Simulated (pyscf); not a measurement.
PySCF, gas phase, ωB97X-D3(BJ)/def2-SVP geometries.

Problem. Estimate by transition-state theory the rate constant of `[CH3][CH2][ZnH]` + `[FH]` → `[CH3][CH3]` + `[F][ZnH]` (singlet surface; C–Zn, F–H broken, C–H, F–Zn formed) at 600 K, with ωB97M-D3(BJ)/def2-TZVP energies (ideal gas, 1 atm, RRHO with modes under 100 cm⁻¹ raised to 100, one conformer, R ln 2 for chiral ones without a mode under 150 cm⁻¹; no tunnelling).

Solution. The electronic barrier is 7.3 kcal/mol and the thermal terms add +17.9, so ΔG‡ = 25.3 kcal/mol. With k_BT/h = 1.25e+13 s⁻¹ and RT = 1.192 kcal/mol, and a volume of 8.18e-20 cm³ per molecule at 1 atm, k = 6.4e-16 cm³ molecule⁻¹ s⁻¹. Wigner's tunnelling factor for 1013i cm⁻¹ would be 1.25. A shift of 1 kcal/mol in the barrier changes k by a factor 2.3. This is the saddle that the search found; another between the same sides may lie lower. Elements up to Kr have no core potential and no relativistic terms here.
